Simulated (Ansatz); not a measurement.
Born–Oppenheimer molecular dynamics of ClH$_{5}$MgSi (8 atoms, charge 0, multiplicity 1). It starts at the highest image of a converged band. Of that band: Neighbouring images differ by up to 1.4 eV, so the band resolves the path poorly. A vibrational analysis at the climbing image gives one clearly imaginary mode, 1310i cm⁻¹: a first-order saddle point.

Computed with RKS PBE0/def2-SVP (Ansatz).

| Property | Result |
| --- | --- |
| ensemble | NVE (velocity Verlet) |
| time step | 0.5 fs |
| steps asked | 200 |
| starting velocities drawn for | 300 K |
| seed | 10499 |

First frame:

```xyz
8
Properties=species:S:1:pos:R:3
Mg -1.310 0.163 -0.979
Si 1.060 -0.092 0.562
Cl -1.677 0.485 -3.124
H -0.842 -0.091 0.719
H -1.978 -0.074 0.700
H 1.210 -0.693 1.927
H 1.703 1.263 0.584
H 1.834 -0.961 -0.389
```

(1) How far do the bonds stretch over the last three quarters of this one trajectory? (Pairs bonded in most of those frames.)

Answers

(1) 
| bond | mean (Å) | spread (Å) | shortest | longest |
| --- | --- | --- | --- | --- |
| Mg1–Si2 | 2.496 | 0.098 | 2.35 | 2.66 |
| Mg1–Cl3 | 2.194 | 0.064 | 2.10 | 2.35 |
| Si2–H6 | 1.502 | 0.018 | 1.47 | 1.53 |
| Si2–H7 | 1.505 | 0.023 | 1.46 | 1.54 |
| Si2–H8 | 1.503 | 0.013 | 1.48 | 1.53 |
| H4–H5 | 0.762 | 0.016 | 0.74 | 0.79 |

Mean temperature of the second half: 1735 K. The conserved energy stayed within 0.059 meV per atom of its start (net change 0.034 meV per atom), so the integration is sound. The system heated up, since it started high on the potential surface and ran downhill. A run of 0.1 ps of so small a system gives no equilibrium averages. The orbitals stay closed-shell, which can raise the energy where a bond breaks towards radicals; this wasn't checked here.

The run took 2.4 min on 2 threads of Intel(R) Xeon(R) 6975P-C (Granite Rapids), with other jobs on the host, peak memory 0.18 GiB.
